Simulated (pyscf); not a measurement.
**Four-centre exchange: `[OH][As]([OH])[OH]` + `[OH2]` -> `[OH2]` + `[OH][As]([OH])[OH]`**

Gas phase, singlet surface, charge 0. Bonds broken: O1–As2, O8–H9. Bonds formed: O1–H9, As2–O8. Single points on ωB97X-D3(BJ)/def2-SVP structures (PySCF, gas phase).

Transition state (Å):

```xyz
10

O      0.5622    -0.6552     0.5552
As    -1.4759     0.0314     0.4496
O     -1.8482    -1.7116     0.1573
O     -1.7404     0.3182    -1.2797
H      0.7420    -1.3095    -0.1349
H     -1.9486    -1.8614    -0.7946
H     -1.2936     1.1651    -1.4506
O     -0.1065     1.5648     0.0939
H      0.7864     0.2917     0.2535
H     -0.0725     2.1871     0.8321
```

One imaginary mode, 180i cm⁻¹; descent along it reached the two sides named, in the forms told below.

```csv
bond,change,reactant side (Å),saddle,product side
O1–As2,breaks,1.815,2.153,3.2
O8–H9,breaks,0.975,1.563,2.8
O1–H9,forms,1.936,1.019,0.975
As2–O8,forms,3.2,2.086,1.774
```

Electronic energies relative to the separated reactants (eV):

| level | barrier | reaction energy | reverse barrier |
|---|---|---|---|
| ωB97X-D3(BJ)/def2-TZVP | 0.91 | 0.00 | 0.91 |
| PBE/def2-TZVP | 0.63 | 0.00 | 0.63 |
| r²SCAN/def2-TZVP | 0.74 | 0.00 | 0.74 |
| B3LYP-D3(BJ)/def2-TZVP | 0.81 | 0.00 | 0.81 |
| PBE0-D3(BJ)/def2-TZVP | 0.80 | 0.00 | 0.80 |
| M06-2X/def2-TZVP | 0.91 | 0.00 | 0.91 |
| ωB97M-D3(BJ)/def2-TZVP | 0.88 | 0.00 | 0.88 |
| HF/def2-TZVP | 1.72 | 0.00 | 1.72 |

With ωB97M-D3(BJ)/def2-TZVP energies and thermal terms (ideal gas, 1 atm, RRHO with modes under 100 cm⁻¹ raised to 100, one conformer, R ln 2 for chiral ones without a mode under 150 cm⁻¹), in eV:

```json
[
 {"T (K)": "298", "ΔH‡": "0.92", "ΔG‡": "1.44", "ΔH": "0.00", "ΔG": "0.00"},
 {"T (K)": "600", "ΔH‡": "0.91", "ΔG‡": "1.97", "ΔH": "0.00", "ΔG": "0.00"},
 {"T (K)": "900", "ΔH‡": "0.92", "ΔG‡": "2.50", "ΔH": "0.00", "ΔG": "0.00"},
 {"T (K)": "1200", "ΔH‡": "0.94", "ΔG‡": "3.03", "ΔH": "0.00", "ΔG": "0.00"}
]
```

On the reactant side the descent ends in a bound adduct (not fully relaxed), 0.42 eV under the separated species and 1.33 eV under the saddle at ωB97X-D3(BJ)/def2-TZVP. On the product side the descent ends in a bound adduct, 0.42 eV under the separated species and 1.33 eV under the saddle at ωB97X-D3(BJ)/def2-TZVP. One saddle was located; it need not be the lowest between these sides. Elements up to Kr have no core potential and no relativistic terms here.
